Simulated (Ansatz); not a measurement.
Process, species as SMILES: N#N (N2) → 2 N atom
B3LYP-D3(BJ)/def2-TZVP geometries, fixed; electronic energies without zero-point terms.
Largest species:
```
N
N 1 1.0909
```

Energies in hartree at MP2 with Ansatz (a program for electronic structure); the atomisation energy is their sum with the coefficients shown, times 627.509 kcal/mol a hartree. All functions are spherical. Cores are frozen. Open shells are unrestricted. No added dispersion term, no relativity.

| species | coefficient | part | aug-cc-pVDZ | aug-cc-pVTZ | aug-cc-pVQZ |
|---|---|---|---|---|---|
| N#N (N2) | -1 | Hartree-Fock | -108.96138 | -108.98589 | -108.99281 |
| N#N (N2) | -1 | correlation | -0.31516 | -0.37761 | -0.39993 |
| N atom | +2 | Hartree-Fock | -54.39318 | -54.40116 | -54.40382 |
| N atom | +2 | correlation | -0.07499 | -0.09748 | -0.10462 |

**Question.** Predict the atomisation energy in aug-cc-pV5Z (X = 5): let each Hartree-Fock step shrink by the ratio of the last two, and fit each correlation energy at X = 3 and 4 to E + A/X^3. Compare with the run.

**Answer.** 
- N#N (N2): steps -0.02451 and -0.00692, ratio 0.282, so Hartree-Fock -108.99476 (run: -108.99422); A = (-0.37761 - (-0.39993))/(1/27 - 1/64) = 1.0424, correlation -0.39993 - A/64 + A/125 = -0.40788 (run: -0.40901).
- N atom: steps -0.00798 and -0.00266, ratio 0.333, so Hartree-Fock -54.40471 (run: -54.40447); A = (-0.09748 - (-0.10462))/(1/27 - 1/64) = 0.3335, correlation -0.10462 - A/64 + A/125 = -0.10716 (run: -0.10750).
Predicted 237.76 kcal/mol; the run in aug-cc-pV5Z gives 238.01, a miss of -0.24. Keeping the value in aug-cc-pVQZ, 235.86, would miss by -2.15. All sums are of the energies as printed.
